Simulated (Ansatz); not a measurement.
Elements on the sites of an ideal fcc lattice, at a guessed lattice constant:

```
Si Ti Cu Ga
1.0
    -3.97800    3.97800   -3.97800
     3.97800    3.97800    3.97800
     3.97800   -3.97800   -3.97800
Si Ti Cu Ga
8 2 3 3
Direct
  0.25000 0.00000 0.75000
  0.00000 0.25000 0.75000
  0.75000 0.50000 0.75000
  0.75000 0.75000 0.50000
  0.00000 0.00000 0.00000
  0.00000 0.75000 0.25000
  0.50000 0.50000 0.00000
  0.25000 0.75000 0.00000
  0.75000 0.00000 0.25000
  0.25000 0.50000 0.25000
  0.50000 0.00000 0.50000
  0.00000 0.50000 0.50000
  0.50000 0.25000 0.25000
  0.25000 0.25000 0.50000
  0.50000 0.75000 0.75000
  0.75000 0.25000 0.00000
```

Cell and atoms were relaxed without symmetry on coarser meshes and computed once more. Level of theory: DFT PBE, scalar-relativistic, plane waves, PAW (Ansatz).

Plane waves to 420 eV, a k mesh through Γ of 6×6×6 on the computed 16-atom cell and Gaussian smearing (0.10 eV); no spin polarisation.

The relaxation ran on 3×3×3 k points with a smearing of 0.1 eV, from sites shaken by 0.02 Å.

Task: What does the relaxation give?

Result: A volume of 14.83 Å³/atom and no gap on the mesh. It lies 0.00 eV/atom below the elements' standard states (static lattices, no corrections for gases). The atoms leave their sites by 0.47 Å (root mean square) and 0.94 Å at most, and the cell stretches by up to 6.3 % at fixed volume, so the lattice hasn't survived.

```xyz
16
Lattice="-4.1512 3.8011 -3.8128 4.2418 3.8888 3.8099 4.0113 -3.7982 -3.6699" Properties=species:S:1:pos:R:3 pbc="T T T"
Si    5.5781    1.8360    0.7687
Si    3.8663   -1.9063   -1.9688
Si    1.4627    2.1963   -4.2078
Si    2.3895    3.6020   -1.9035
Si    0.0445    0.0889   -0.0536
Si   -0.3788    5.7154   -1.4452
Si    0.1106    3.7312   -0.0550
Si    2.7643    4.2150    1.8127
Ti    1.9384    5.6619   -0.2201
Ti    2.0985    2.0870    0.2333
Cu    0.1027    0.1151   -3.8872
Cu   -0.2176    3.8402   -3.7234
Cu    0.3768    1.9653   -1.9938
Ga    2.2059    0.2234   -1.9536
Ga    4.3555    1.8502   -1.6585
Ga   -1.8067    3.4392   -1.8004
```

The final mesh leaves forces up to 0.11 eV/Å and stresses up to 0.3 GPa: the relaxation ran on a coarser mesh, so the cell's shape, its bonds and its energy belong partly to that mesh.

Cost: 2 runs of about 7.4 core-minutes in all (earlier runs that led there not counted), on AMD EPYC 9R45 (Zen 5) (shared hosts).